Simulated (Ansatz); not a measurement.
Start from `C#CCOC` and change one atom or group to get `C#CCO`.

Ansatz, PBE0-D4/def2-TZVP geometries, multiplicity 1. Each molecule was computed in one conformer, which needn't be the lowest.

| property | `C#CCOC` |
| --- | --- |
| HOMO–LUMO gap (PBE/def2-TZVPP) / eV | 5.54 |
| LUMO energy (PBE0/def2-TZVPP) / eV | 0.52 |
| HOMO energy (PBE/def2-TZVPP) / eV | -6.07 |
| HOMO energy (PBE0/def2-TZVPP) / eV | -7.55 |
| LUMO energy (PBE/def2-TZVPP) / eV | -0.52 |
| zero-point energy (PBE0-D4/def2-TZVP) / kJ/mol | 234.6 |

Task: What does the change do to each property? (Best estimate.)

Result: Ansatz gave: 
```csv
property,`C#CCO`,shift
HOMO–LUMO gap (PBE/def2-TZVPP) / eV,5.81,0.27
LUMO energy (PBE0/def2-TZVPP) / eV,0.34,-0.18
HOMO energy (PBE/def2-TZVPP) / eV,-6.48,-0.41
HOMO energy (PBE0/def2-TZVPP) / eV,-7.89,-0.34
LUMO energy (PBE/def2-TZVPP) / eV,-0.67,-0.15
zero-point energy (PBE0-D4/def2-TZVP) / kJ/mol,161.3,-73.3
```

With PBE0 the HOMO falls by 0.34 eV and the LUMO falls by 0.18 eV, so the gap widens by about 0.16 eV. PBE moves the HOMO by -0.41 eV and ωB97M-V by -0.30 eV. The zero-point energy changes by -73.3 kJ/mol with -9 modes.
